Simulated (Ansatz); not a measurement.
A run of Ansatz (development build ahead of 0.2.0) on doublet C₂H₂(+) at this shape:

```yaml
atoms:
  - { symbol: C, position_ang: [0.0314, -0.2998, -0.5558] }
  - { symbol: C, position_ang: [-0.0242, 0.3174, 0.5467] }
  - { symbol: H, position_ang: [0.1555, -0.8491, -1.4875] }
  - { symbol: H, position_ang: [-0.1397, 0.8064, 1.4948] }
```

Its results:

```yaml
Converged: yes
Reference_energy: -76.39748 hartree
Correlation_energy: -0.20822 hartree
Total_energy: -76.60571 hartree
Spin_squared_of_the_determinant: 0.754
Stability_test: minimum
```

Forces (eV/Å):
| atom | Fx | Fy | Fz |
| --- | --- | --- | --- |
| C1 | 0.185 | -0.019 | 0.042 |
| C2 | -0.107 | -0.362 | -0.544 |
| H3 | -0.067 | 0.012 | -0.077 |
| H4 | -0.011 | 0.369 | 0.579 |

(1) Which input gives this output? Name the method, the orbitals and the basis set, and write the input.

Results:

(1) UHF-MP2 in def2-SVP.

```yaml
crystal:
  periodic: [false, false, false]
  atoms:
    - { symbol: C, position_ang: [0.03142, -0.29982, -0.55579] }
    - { symbol: C, position_ang: [-0.02424, 0.31741, 0.54673] }
    - { symbol: H, position_ang: [0.1555, -0.84909, -1.48753] }
    - { symbol: H, position_ang: [-0.13968, 0.80636, 1.49478] }
basis:
  gaussian: { orbitals: def2-SVP }
total_charge: 1
magnetization:
  spin_polarized: true
  initial_magnetization: 1
hamiltonian:
  xc: hf
correlation:
  method: mp2
  frozen_orbitals: { C: 1, H: 0 }
output:
  forces: true
```

Caution: MP2 on this radical cation hangs on the determinant chosen.
